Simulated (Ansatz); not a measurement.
```xyz
9

S    -1.441    0.465   -2.632
C    -0.488    0.001   -1.425
O    -0.178    0.776   -0.391
C     0.668    0.215    0.603
S    -0.109   -1.042    1.628
H    -0.029   -0.991   -1.383
H     1.535   -0.267    0.143
H     1.002    1.055    1.205
H    -0.960   -0.212    2.253
```

Charge 0, multiplicity 1.

List the ωB97M-V/def2-TZVPP orbital energies in eV (the Gaussian-basis code of Ansatz). (Best estimate.)

Computed: Occupied: -2427.50, -2426.21, -528.10, -284.80, -284.54, -221.47, -220.19, -164.60, -164.51, -164.37, -163.29, -163.26, -163.10, -33.94, -25.80, -24.33, -21.76, -19.76, -17.86, -16.38, -16.06, -14.35, -13.39, -12.96, -12.24, -10.18, -9.85, -8.87. Lowest empty: 0.46, 1.73, 2.78, 3.35, 3.75, 4.10, 4.24, 5.14.
